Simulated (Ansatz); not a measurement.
```yaml
crystal:
  periodic: [false, false, false]
  atoms:
    - {symbol: B, position_ang: [0.470401, 0.613488, -0.282504]}
    - {symbol: H, position_ang: [0.952375, 0.981155, -0.913222]}
    - {symbol: H, position_ang: [0.315113, 1.053865, 0.309800]}
    - {symbol: C, position_ang: [0.042431, -0.231538, -0.272998]}
    - {symbol: C, position_ang: [-0.495233, -0.475773, 0.380145]}
    - {symbol: H, position_ang: [0.138359, -0.654947, -0.841809]}
    - {symbol: H, position_ang: [-0.545144, -0.089903, 0.881961]}
    - {symbol: H, position_ang: [-0.810491, -1.069026, 0.408556]}
basis:
  gaussian: {orbitals: cc-pVDZ}
magnetization: {spin_polarized: true, initial_magnetization: 0}
hamiltonian: {xc: {name: HSE06}, pseudopotentials: {relativity: scalar}}
scf: {omitted_lower_state_checks: [starts]}
output: {forces: true}
```

```sh
$ ansatz run in.yaml --threads 4 --pin off --events-out ev --progress --plain --max-ram 3916MiB
```

Output, abridged:

```
Functional definition: HSE06
  name "HSE06"
  cite "Heyd, Scuseria & Ernzerhof, J. Chem. Phys. 118, 8207 (2003) doi:10.1063/1.1564060"
  cite "Krukau, Vydrov, Izmaylov & Scuseria, J. Chem. Phys. 125, 224106 (2006) doi:10.1063/1.2404663"
  cite "Heyd & Scuseria, J. Chem. Phys. 120, 7274 (2004) doi:10.1063/1.1668634"
  cite "Ernzerhof & Perdew, J. Chem. Phys. 109, 3313 (1998) doi:10.1063/1.476928"
  cite "Perdew, Burke & Ernzerhof, Phys. Rev. Lett. 77, 3865 (1996) doi:10.1103/PhysRevLett.77.3865"
  parent pbe
  parameter a = 0.25
  parameter omega = 0.11/bohr
  # The whole range is PBE's own exchange, as in plane waves. The composition of these papers is wPBEh.
  exchange = pbe_x - a*pbe_x_sr(omega) + a*exact_x_sr(omega)
  correlation = pbe_c
these checks for a lower state are left out or cut short: starts
609 factors; integrals over basis functions are off by at most 9.7e-4 eV
61 factors; integrals over basis functions are off by at most 2.8e-7 eV
mean field evaluation 1: about -2743.4702 eV, gradient 6.5e1 eV
mean field evaluation 2: about -2738.7600 eV, gradient 7.3e1 eV
mean field evaluation 4: about -2761.0700 eV, gradient 1.8e0 eV
mean field evaluation 8: about -2761.5008 eV, gradient 1.2e-1 eV
mean field evaluation 16: about -2761.5009 eV, gradient 6.1e-5 eV
mean field -2761.50090042 eV, -101.4832862780 hartree, gradient 6.1e-5 eV, S^2 0.000000; 0 other end points of the search recorded, 0 dependent functions left out
the calculation of the forces begins
reference -2761.50092973 eV, -101.4832873550 hartree; 11, 11 occupied and 56, 56 virtual orbitals, 609 factors
Total energy: -2761.50092973 eV, -101.4832873550 hartree
Relativity: scalar
Atom 0 at     0.470401     0.613488    -0.282504 Å, force    36.502139    49.952015   -17.277870 eV/Å
Atom 1 at     0.952375     0.981155    -0.913222 Å, force    10.463358     7.943757   -13.420086 eV/Å
Atom 2 at     0.315113     1.053865     0.309800 Å, force    -6.027068    23.129664    28.858162 eV/Å
Atom 3 at     0.042431    -0.231538    -0.272998 Å, force    26.014233   -20.541850   -51.605426 eV/Å
Atom 4 at    -0.495233    -0.475773     0.380145 Å, force   -37.745429   -27.296594    26.712481 eV/Å
Atom 5 at     0.138359    -0.654947    -0.841809 Å, force     5.501421   -25.630892   -33.348955 eV/Å
Atom 6 at    -0.545144    -0.089903     0.881961 Å, force    -7.222907    41.818599    57.009172 eV/Å
Atom 7 at    -0.810491    -1.069026     0.408556 Å, force   -27.485747   -49.374699     3.072523 eV/Å
Dipole moment:    -0.203983    -0.345487     0.071274 e Å
Checks for a lower state left out: starts
```

In this input the geometry is squeezed to about two thirds of its size. The run converged. The result belongs to that input, not to the species as meant.

HSE06 is defined as in plane-wave codes, on full-range PBE exchange.
